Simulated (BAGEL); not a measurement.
# singlet CH4FSi+, step by step

Wanted: the energy (singlet CH4FSi+, HF/6-31G*), then a single-point energy (doublet CH4FSi, NEVPT2(3,3)/6-31G*), then a single-point energy (doublet CH4FSi, CASPT2(3,3)/6-31G*) of CH4FSi. 

The calculation is run with BAGEL 1.2.2.

## (1) The system as given

The species is CH4FSi+ (7 atoms), meant as a singlet with charge +1. As SMILES of the parent species, `[CH2][SiH2]F`. Geometry: relaxed at PBE0-D4/def2-TZVP. This is one conformer, not always the lowest. That shape belongs to the parent species and isn't relaxed for this state.

Bond lengths: C1–Si2 1.828 Å, Si2–F3 1.601 Å, C1–H4 1.085 Å, C1–H5 1.086 Å, Si2–H6 1.486 Å, Si2–H7 1.486 Å. Angles: C1–Si2–F3 109.0°, C1–Si2–H6 111.6°, C1–Si2–H7 111.7°, F3–Si2–H6 107.8°, F3–Si2–H7 107.6°, Si2–C1–H4 122.6°, Si2–C1–H5 122.3°, H6–Si2–H7 109.0°, H4–C1–H5 115.1°.

## (2) A single-point energy at HF/6-31G(d) (density fitting with svp-jkfit, spherical functions) (run 1)

calc.json

```json
{ "bagel": [

{
  "title": "molecule",
  "basis": "6-31gs.json",
  "df_basis": "svp-jkfit",
  "geometry": [
    { "atom": "C", "xyz": [ -1.64764654,  0.53118123, -1.16368957 ] },
    { "atom": "Si", "xyz": [  1.11229847, -0.29727471,  0.74172128 ] },
    { "atom": "F", "xyz": [  1.23324094, -3.30609664,  1.04029801 ] },
    { "atom": "H", "xyz": [ -2.90261366, -0.88063316, -1.96247680 ] },
    { "atom": "H", "xyz": [ -2.14672888,  2.47686403, -1.58340152 ] },
    { "atom": "H", "xyz": [  0.96357702,  0.81369528,  3.31704005 ] },
    { "atom": "H", "xyz": [  3.50355790,  0.53382684, -0.47564029 ] }
  ]
},
{ "title": "hf", "charge": 1 },
{ "title": "print", "file": "orbitals.molden", "orbitals": true }

]}
```

The basis set 6-31G* is read from a file made from the Basis Set Exchange's data (not shown).

The run is started by

```sh
BAGEL_NUM_THREADS=1 BAGEL calc.json > calc.out
```

Log:

```text
* using 1 threads per process

  ===============================================================
  ===============================================================

  *** Geometry ***

  { "atom" : "C", "xyz" : [     -1.647647,      0.531181,     -1.163690 ] },
  { "atom" : "Si", "xyz" : [      1.112298,     -0.297275,      0.741721 ] },
  { "atom" : "F", "xyz" : [      1.233241,     -3.306097,      1.040298 ] },
  { "atom" : "H", "xyz" : [     -2.902614,     -0.880633,     -1.962477 ] },
  { "atom" : "H", "xyz" : [     -2.146729,      2.476864,     -1.583402 ] },
  { "atom" : "H", "xyz" : [      0.963577,      0.813695,      3.317040 ] },
  { "atom" : "H", "xyz" : [      3.503558,      0.533827,     -0.475640 ] },

  Number of auxiliary basis functions:      352

  Since a DF basis is specified, we compute 2- and 3-index integrals:
    o Being stored without compression. Storage requirement is 0.008 GB

  Number of basis functions:       54
  Number of electrons      :       33

    * METHOD: MOLECULE                             0.12

  *** RHF ***

  === Nuclear Repulsion ===
   107.8497007170

      * DIIS with orbital gradients will be used.

  === RHF iteration (6-31gs.json) ===
      0       -428.06092829          0.02517523           0.02
      1       -428.18016987          0.01518541           0.02
      2       -428.22930940          0.00229774           0.02
      3       -428.23138148          0.00051599           0.02
      4       -428.23153747          0.00019181           0.02
      5       -428.23156343          0.00003676           0.02
      6       -428.23156430          0.00000634           0.02
      7       -428.23156432          0.00000158           0.02
      8       -428.23156432          0.00000065           0.02
      9       -428.23156432          0.00000029           0.02
     10       -428.23156432          0.00000011           0.02
     11       -428.23156432          0.00000005           0.02
     12       -428.23156432          0.00000002           0.02
     13       -428.23156432          0.00000001           0.02
    * SCF iteration converged.

    * Permanent dipole moment:
           (    1.681529,    -1.910219,     1.266618) a.u.

    * METHOD: HF                                   0.42

    * METHOD: PRINT                                0.02

  ===============================================================
```

Wall time 1 s (1 thread of AMD EPYC 7R43 (Zen 3), shared host); peak memory 0.14 GiB.

## (3) Doublet neutral CH4FSi: a single-point energy at NEVPT2(3,3)/6-31G(d) (density fitting with svp-jkfit, spherical functions) (run 2)

input.json

```json
{ "bagel": [

{
  "title": "molecule",
  "basis": "6-31gs.json",
  "df_basis": "svp-jkfit",
  "geometry": [
    { "atom": "C", "xyz": [    -1.64764654,     0.53118123,    -1.16368957 ] },
    { "atom": "Si", "xyz": [     1.11229847,    -0.29727471,     0.74172128 ] },
    { "atom": "F", "xyz": [     1.23324094,    -3.30609664,     1.04029801 ] },
    { "atom": "H", "xyz": [    -2.90261366,    -0.88063316,    -1.96247680 ] },
    { "atom": "H", "xyz": [    -2.14672888,     2.47686403,    -1.58340152 ] },
    { "atom": "H", "xyz": [     0.96357702,     0.81369528,     3.31704005 ] },
    { "atom": "H", "xyz": [     3.50355790,     0.53382684,    -0.47564029 ] }
  ]
},

{
  "title": "hf",
  "charge": 1
},

{
  "title": "casscf",
  "nstate": 1,
  "nact": 3,
  "nclosed": 15,
  "nspin": 1,
  "active": [11, 17, 20],
  "maxiter": 200,
  "natocc": "true"
},

{
  "title": "nevpt2",
  "nstate": 1,
  "nact": 3,
  "nclosed": 15,
  "nspin": 1,
  "active": [11, 17, 20],
  "maxiter": 200,
  "natocc": "true",
  "ncore": 7
},

{
  "title": "print",
  "file": "orbitals.molden",
  "orbitals": "true"
}

]}
```

The basis set 6-31G* is read from a file made from the Basis Set Exchange's data (not shown).

The run is started by

```sh
BAGEL_NUM_THREADS=1 BAGEL input.json > input.out
```

Log:

```text
* using 1 threads per process

  ===============================================================
  ===============================================================

  *** Geometry ***

  { "atom" : "C", "xyz" : [     -1.647647,      0.531181,     -1.163690 ] },
  { "atom" : "Si", "xyz" : [      1.112298,     -0.297275,      0.741721 ] },
  { "atom" : "F", "xyz" : [      1.233241,     -3.306097,      1.040298 ] },
  { "atom" : "H", "xyz" : [     -2.902614,     -0.880633,     -1.962477 ] },
  { "atom" : "H", "xyz" : [     -2.146729,      2.476864,     -1.583402 ] },
  { "atom" : "H", "xyz" : [      0.963577,      0.813695,      3.317040 ] },
  { "atom" : "H", "xyz" : [      3.503558,      0.533827,     -0.475640 ] },

  Number of auxiliary basis functions:      352

  Since a DF basis is specified, we compute 2- and 3-index integrals:
    o Being stored without compression. Storage requirement is 0.008 GB

  Number of basis functions:       54
  Number of electrons      :       33

    * METHOD: MOLECULE                             0.14

  *** RHF ***

[... 11 lines left out ...]
    * SCF iteration converged.
[... 1 line left out ...]
    * Permanent dipole moment:
[... 24 lines left out ...]
      1  0      -428.56561084     1.40e-03      0.11
[... 17 lines of this table left out ...]
     10  0      -428.58073426     2.78e-09      0.06

    * Second-order optimization converged. *

     guess   0:   closed 1..                  open .1.

  === FCI iteration ===

      0  0      -428.56406412     5.73e-02      0.00
      1  0      -428.58070092     1.86e-03      0.00
      2  0      -428.58073367     2.56e-04      0.00
      3  0      -428.58073426     1.07e-07      0.00
      4  0      -428.58073426     9.20e-09      0.00
      5  0      -428.58073426     4.63e-10      0.00
      6  0 *    -428.58073426     2.21e-11      0.00

     * ci vector, state   0, <S^2> = 0.7500
       2a.     0.9950454162
       .a2     0.0906862462

    * METHOD: CASSCF                               0.82

    * freezing 7 orbitals

  === DF-NEVPT2 calculation ===

    * 3-index integral transformation done
    * assembly done

      NEVPT2 correlation energy:   -0.3397120633      0.04

          (+0)     -0.2720195221
          (+0)'    -0.0155921149
          (+1)     -0.0059679051
          (+1)'    -0.0004119173
          (+2)     -0.0001340961
          (-1)     -0.0306116218
          (-1)'    -0.0051096390
          (-2)     -0.0098652469

      NEVPT2 total energy:       -428.9204463204

    * METHOD: NEVPT2                               0.08

    * METHOD: PRINT                                0.01

  ===============================================================
```

Run time: 2 s. Hardware: 1 thread of AMD EPYC 7R43 (Zen 3), shared host; peak memory 0.14 GiB.

## (4) Doublet neutral CH4FSi: a single-point energy at CASPT2(3,3)/6-31G(d) (density fitting with svp-jkfit, spherical functions) (run 3)

input.json

```json
{ "bagel" : [

{
  "title" : "molecule",
  "basis" : "6-31gs.json",
  "df_basis" : "svp-jkfit",
  "geometry" : [
    { "atom" : "C", "xyz" : [ -1.64764654,  0.53118123, -1.16368957 ] },
    { "atom" : "Si", "xyz" : [  1.11229847, -0.29727471,  0.74172128 ] },
    { "atom" : "F", "xyz" : [  1.23324094, -3.30609664,  1.04029801 ] },
    { "atom" : "H", "xyz" : [ -2.90261366, -0.88063316, -1.96247680 ] },
    { "atom" : "H", "xyz" : [ -2.14672888,  2.47686403, -1.58340152 ] },
    { "atom" : "H", "xyz" : [  0.96357702,  0.81369528,  3.31704005 ] },
    { "atom" : "H", "xyz" : [  3.50355790,  0.53382684, -0.47564029 ] }
  ]
},
{ "title" : "hf", "charge" : 1 },
{ "title" : "casscf", "nstate" : 1, "nact" : 3, "nclosed" : 15, "nspin" : 1, "active" : [11, 17, 20], "maxiter" : 200, "natocc" : true },
{ "title" : "print", "file" : "orbitals.molden", "orbitals" : true },
{ "title" : "smith", "method" : "caspt2", "ms" : true, "xms" : true, "sssr" : true, "shift" : 0.2, "shift_imag" : true, "ncore" : 7 }

]}
```

The basis set 6-31G* is read from a file made from the Basis Set Exchange's data (not shown).

The run is started by

```sh
BAGEL_NUM_THREADS=1 BAGEL input.json > input.out
```

Log:

```text
* using 1 threads per process

  ===============================================================
  ===============================================================

  *** Geometry ***

  { "atom" : "C", "xyz" : [     -1.647647,      0.531181,     -1.163690 ] },
  { "atom" : "Si", "xyz" : [      1.112298,     -0.297275,      0.741721 ] },
  { "atom" : "F", "xyz" : [      1.233241,     -3.306097,      1.040298 ] },
  { "atom" : "H", "xyz" : [     -2.902614,     -0.880633,     -1.962477 ] },
  { "atom" : "H", "xyz" : [     -2.146729,      2.476864,     -1.583402 ] },
  { "atom" : "H", "xyz" : [      0.963577,      0.813695,      3.317040 ] },
  { "atom" : "H", "xyz" : [      3.503558,      0.533827,     -0.475640 ] },

  Number of auxiliary basis functions:      352

  Since a DF basis is specified, we compute 2- and 3-index integrals:
    o Being stored without compression. Storage requirement is 0.008 GB

  Number of basis functions:       54
  Number of electrons      :       33

    * METHOD: MOLECULE                             0.11

  *** RHF ***

[... 11 lines left out ...]
    * SCF iteration converged.
[... 1 line left out ...]
    * Permanent dipole moment:
[... 28 lines left out ...]
    * Second-order optimization converged. *
[... 13 lines left out ...]
     * ci vector, state   0, <S^2> = 0.7500
[... 16 lines left out ...]
    * Zeroth order energy : state  0       -1.4358685070
[... 4 lines left out ...]
       #      aibj      arbs      arbi      airj      risj      airs      arst      rist         Etot      error   time
[... 2 lines left out ...]
       0  -0.27176  -0.01211  -0.03299  -0.00673  -0.00020  -0.01450  -0.00473  -0.00048   -0.3435008  0.0024386   0.02
       1  -0.27194  -0.01220  -0.03311  -0.00684  -0.00022  -0.01487  -0.00488  -0.00052   -0.3445717  0.0004831   0.02
       2  -0.27196  -0.01220  -0.03311  -0.00684  -0.00022  -0.01488  -0.00488  -0.00052   -0.3446235  0.0001094   0.02
       3  -0.27196  -0.01220  -0.03311  -0.00684  -0.00023  -0.01488  -0.00488  -0.00053   -0.3446257  0.0000268   0.02
       4  -0.27196  -0.01220  -0.03311  -0.00684  -0.00023  -0.01488  -0.00488  -0.00053   -0.3446259  0.0000062   0.02
       5  -0.27196  -0.01220  -0.03311  -0.00684  -0.00023  -0.01488  -0.00488  -0.00053   -0.3446259  0.0000013   0.02
       6  -0.27196  -0.01220  -0.03311  -0.00684  -0.00023  -0.01488  -0.00488  -0.00053   -0.3446259  0.0000003   0.02

      ------------------------------------------------------------------------------------------------------------------

    * CASPT2 energy : state  0     -428.9268601728
        w/o shift correction       -428.9253601274
        reference weight              0.9057177925

    * METHOD: SMITH                                0.22

  ===============================================================
```

Wall time 2.1 s (1 thread of AMD EPYC 7R43 (Zen 3), shared host); peak memory 0.14 GiB.

## (5) Summary of results

```
                                   quantity          value
             run 1, HF/6-31G*: total energy  -428.23156 Eh
              run 1, HF/6-31G*: HOMO energy      -18.88 eV
              run 1, HF/6-31G*: LUMO energy       -7.64 eV
            run 1, HF/6-31G*: HOMO–LUMO gap       11.23 eV
doublet neutral CH4FSi, run 2: total energy  -428.92045 Eh
doublet neutral CH4FSi, run 3: total energy  -428.92686 Eh
```
